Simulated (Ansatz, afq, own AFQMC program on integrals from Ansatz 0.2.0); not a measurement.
AFQMC on a folder of integrals that Ansatz 0.2.0 wrote.

```yaml
crystal:
  periodic: [false, false, false]
  atoms:
    - {symbol: Si, position_ang: [0.000000, -0.103052, 0.000000]}
    - {symbol: H, position_ang: [0.000000, 1.435741, -2.596377]}
    - {symbol: H, position_ang: [0.000000, 1.435738, 2.596378]}
basis:
  gaussian: {orbitals: cc-pVDZ}
magnetization: {spin_polarized: false, initial_magnetization: 2}
correlation: {method: ccsd_t, electrons: outside_noble_gas, hamiltonian_folder: ham}
```

```sh
$ ansatz run in.yaml --threads 1 --pin off --events-out ev --progress --plain --max-ram 24576MiB --backend cuda --devices 0, --max-vram 18GiB
```

Options of the walk:

```
--method phaseless --trial hf --walkers 4000 --populations 20 --least-time 40 --time-step 0.005 --steps-per-block 20 --equilibration-blocks 160 --max-blocks 4000 --target-error 0.00145 --factor-cut 1e-05 --start spin_pure --seed 5341 --taylor-order 6
```

Times are imaginary, in 1/Eh. The walk had a cap of 49 s. With eight or more populations the least sampling time is a fifth of least-time, and the error comes from their spread.

Log:

```
orbitals 23  electrons 4 2  factors 127 of 273
reference energy -289.78412789 Eh
CCSD correlation -0.13235360 Eh in 28 cycles, weight of the determinant in the CISD state 0.6636
energy of the start -289.784128 Eh
 block  time / (1/Eh)  mean weight  energy / Eh
     1     0.100  1.0003  -289.794721
     2     0.200  1.0002  -289.804017
     3     0.300  1.0003  -289.811976
     4     0.400  1.0003  -289.819361
     5     0.500  1.0004  -289.825659
    10     1.000  1.0003  -289.849987
    25     2.500  1.0000  -289.885639
    37     3.700  1.0001  -289.892174
    67     6.700  1.0001  -289.907266
    97     9.700  1.0001  -289.905011
   127    12.700  1.0002  -289.900651
   157    15.700  0.9999  -289.910220
   187    18.700  0.9998  -289.901266
   217    21.700  0.9999  -289.901160
   229    22.900  1.0000  -289.910501
   247    24.700  0.9998  -289.900334
error from the spread of 20 populations
energy -289.903585 +/- 0.001449 Eh
(rows thinned)
```

The run passed its tests (sampling time, drift between the halves within three errors, error under three times the target), which doesn't prove that it has relaxed.

Against this walk (error 39.4 meV) on the same determinant: CCSD(T) 572.0 meV lower, CCSDT(Q) 637.4 meV lower, CCSDTQ 655.4 meV lower, full CI 658.4 meV lower, a separate phaseless walk with a CISD trial and standard settings 518.0 ± 39.9 meV lower. The error is statistical and leaves out the bias of the constraint. Full CI is exact here, so the walk's 658 meV above it is the walk's own error: the bias of the constraint with this trial. It lies above even CCSD, by 351 meV. The determinant is a poor start (see the cautions), so the low cluster orders aren't to be relied on, and full CI is the sure value.

Cautions: constraint bias not in the error; lower spins were not checked; a spin-contaminated unrestricted determinant lies lower (UHF 1.83 eV lower, ⟨S²⟩ 2.94); the search met a lower determinant of the same kind, perhaps of another symmetry (23 meV lower); strong correlation (T1 0.126, weight of the determinant 0.66, largest double 0.38); (T) is large, 6 % of the CCSD correlation; the CCSD(T) amplitudes may be one of several solutions (largest double 0.38); the CCSDT(Q) amplitudes may be one of several solutions (largest double 0.45); the CCSDTQ amplitudes may be one of several solutions (largest double 0.43).

The walk took 18 s on 1 × NVIDIA H100 80GB HBM3 with 2 threads of AMD EPYC 7R13 Processor (Zen 3) (shared host) (the card was shared). The log's last line is the phaseless energy.

CCSDT and higher add their correlation energy to the determinant of the CCSD(T) run, since their own runs factorise the integrals more tightly (a shift of under 2 meV).
